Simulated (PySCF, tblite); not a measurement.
A database entry of computed molecular properties. Lists by class give the value and the number of equivalent atoms.

```json
{
 "formula": "C4H6N",
 "smiles": "[CH2]C#CCN",
 "inchi": "InChI=1S/C4H6N/c1-2-3-4-5/h1,4-5H2",
 "charge": 0,
 "multiplicity": 2,
 "geometry_level": "GFN2-xTB",
 "atoms_angstrom": [
  ["C", 2.583, 0.245, -0.248],
  ["C", 1.29, -0.081, -0.031],
  ["C", 0.142, -0.434, 0.206],
  ["C", -1.287, -0.646, 0.343],
  ["N", -2.083, 0.491, -0.118],
  ["H", 3.217, -0.384, -0.846],
  ["H", 3.0, 1.144, 0.17],
  ["H", -1.59, -1.524, -0.239],
  ["H", -1.541, -0.826, 1.394],
  ["H", -1.861, 0.7, -1.087],
  ["H", -1.866, 1.317, 0.43]
 ],
 "electronic_structure_code": "PySCF",
 "results": {
  "GFN2-xTB geometry": {
   "rotational_constants_GHz": [20.95, 2.327, 2.168]
  },
  "GFN2-xTB harmonic vibrations, gas phase": {
   "strongest_ir_bands_cm-1_km_per_mol_modes": [
    [310.5, 30.5, 1],
    [652.8, 31.2, 1],
    [956.8, 74.2, 1],
    [964.9, 207.4, 1],
    [2907.5, 30.6, 1],
    [2928.3, 39.7, 1]
   ],
   "zpe_kcal_per_mol": 53.6
  },
  "UKS B3LYP, pcH-1 on C H N, non-relativistic, mean-field spin-orbit, GIAO": {
   "g_iso": 2.00268,
   "g_tensor": [2.00217, 2.00271, 2.00314],
   "s2": 0.769,
   "a_iso_by_class_MHz": [
    ["13C", -62.0, 1],
    ["13C", 61.9, 1],
    ["1H", -51.6, 1],
    ["1H", -51.6, 1],
    ["13C", 49.1, 1]
   ],
   "spin_populations_mulliken_by_atom": [0.77, -0.26, 0.53, -0.04, 0.04, -0.03, -0.03, 0.0, 0.02, 0.0, 0.0]
  }
 }
}
```

⟨S²⟩ is 0.019 above the pure-spin value S(S + 1) = 0.75. The zero-point energy, half the sum of the 27 harmonic wavenumbers, equals 18730 cm⁻¹ or 224 kJ/mol. With B = h/(8π²I), that is 505.379 GHz u Å² over I, the principal moments of inertia are 24.1, 217.1 and 233.1 u Å² (most abundant isotopes); the inertial defect Ic − Ia − Ib is -8.1 u Å² (zero for a rigid planar frame, negative otherwise). At 9.50 GHz, hν = g·μB·B₀ (B₀ the magnetic field) puts the centre of the isotropic spectrum, to first order, at 338.9 mT. g_iso is shifted by about +360 ppm from the free-electron value 2.002319; the principal values span 0.0010.

 In GFN2-xTB open shells enter through the occupations alone, without spin polarisation, so single modes can be far off. Hyperfine couplings depend on the geometry, which wasn't re-optimised at a DFT level. Couplings of like nuclei are plain means over topologically equivalent atoms, as if these changed places fast (by rotation of a methyl-like group, say); in this geometry the members of some sets differ.

Conformer computed: `[CH2:1][C:2]#[C:3][CH2:4][NH2:5]`: H–N5–C4–C3 57°, H–N5–C4–C3 -61°.

One conformer stands for the species.
